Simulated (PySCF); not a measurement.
Molecule: `n1n(C)ccc1`, C4H6N2.

Atoms are numbered as in `[CH3:1][n:2]1[cH:3][cH:4][cH:5][n:6]1` (H(Xn): hydrogen on atom n).

Geometry PBE0-D3(BJ)/def2-SVP throughout; GIAO in PySCF 2.14, gas phase, one conformer, non-relativistic; equivalent atoms averaged; basis pcSseg-2.

For orientation, PBE gives these absolute shieldings σ: C5 34.6, C3 47.4, C4 67.8, C1 138.4, N6 -80.9, H(C5) 23.71, H(C3) 24.03, H(C4) 24.89, H(C1) 27.41 ppm.

A run gave: C5 34.6, C3 47.1, C4 67.7, C1 138.0, N6 -80.7, H(C5) 23.77, H(C3) 24.09, H(C4) 24.96, H(C1) 27.47 ppm (absolute shieldings σ).

**Question.** Which functional was used in that run?
A. HF
B. LDA
C. BLYP
D. OPBE
E. BP86

**Answer.** E. C4 tells them apart best: BP86 gives 67.7, LDA gives 63.6, BLYP gives 63.6, OPBE gives 76.6, HF gives 82.7 ppm.
